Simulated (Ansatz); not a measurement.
**CH (charge +1), singlet: energies of several shapes or isomers**

Computed with Ansatz's Gaussian-basis code (development build). Basis cc-pVDZ, nonrelativistic, 1 orbital frozen in the corrections; active space CAS(4,5). Restricted Hartree–Fock, then the lowest state-specific CASSCF solution met for each case. On stretched bonds single-reference methods can fail or change state. Unlike active orbitals can shift such differences by tenths of an eV, at times by over 1 eV.

Case A: bond length 1.2390 Å.

Case B: bond length 1.1472 Å.

Case C: bond length 1.0554 Å.

Energy less that of case A, in eV:

```json
{"case": "B", "RHF/ROHF": "-0.174"}
{"case": "C", "RHF/ROHF": "-0.098"}
```

Question: What does SC-NEVPT2 give for these differences?

Answer: B: -0.096 eV (-2.2 kcal/mol); C: +0.050 eV (1.2 kcal/mol).

Question: Which case is lowest, and do the methods agree?

Answer: B is lowest in SC-NEVPT2. Of the methods shown, RHF/ROHF agrees.
